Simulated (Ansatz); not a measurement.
## bcc Na

Level of theory: LDA (plane waves, PAW; Ansatz, a first-principles code).

Run with plane-wave cutoff 520 eV, 18×18×18 k mesh, Fermi–Dirac smearing 0.05 eV, scalar-relativistic PAW data made under PBE.

Cell (relaxed at this level):

Na is modelled in the cubic space group Im-3m (No. 229), the bcc (W type) structure, Pearson symbol cI2. Cell: a = 4.0528 Å, b = 4.0528 Å, c = 4.0528 Å, α = 90.00°, β = 90.00°, γ = 90.00°. Na on 2a is coordinated by 8 Na at 3.510 Å and 6 Na at 4.053 Å. (Neighbours: up to the widest gap in distance over summed covalent radii, below 1.35, at either atom.)
(The calculation used a cell of 1 atom; values per cell refer to that cell.)

```json
{
 "bulk modulus B0": "9.14 GPa",
 "band_gap": "zero (no gap)",
 "pressure derivative B′ of the bulk modulus": "3.7"
}
```

Measured, for comparison: bulk modulus 7.9 GPa (0 K value with the zero-point phonon effect removed, our sources range from 7.63 to 7.91; as tabulated in Mejia-Rodriguez and Trickey (2018), arXiv:1807.09216). Computed (rounded) less measured: bulk modulus +16 % (+16 % to +20 % over the range).

Static lattice: no zero-point or thermal effects.

Computing time: about 30 core-seconds (a rough figure).
